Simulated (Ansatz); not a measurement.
A calculation with Ansatz (development build ahead of 0.2.0).

```yaml
crystal:
  periodic: [false, false, false]
  atoms:
    - { symbol: B, position_ang: [0.0, 0.0, 0.63175] }
    - { symbol: "N", position_ang: [0.0, 0.0, -0.63175] }
basis:
  gaussian: { orbitals: STO-3G }
magnetization:
  initial_magnetization: 2
hamiltonian:
  xc: hf
correlation:
  method: ccsd_t
  frozen_orbitals: { B: 1, "N": 1 }
```

The input is written out in the form of the current development build from the run's settings. Correlation on restricted open-shell orbitals is semicanonical, with singles.

Output:

```yaml
Converged: yes
Reference_energy: -77.93775 hartree
CCSD_correlation_energy: -0.10020 hartree
Triples_correction: -0.00374 hartree
Total_energy: -78.04170 hartree
Spin_squared_of_the_determinant: 2.000
```
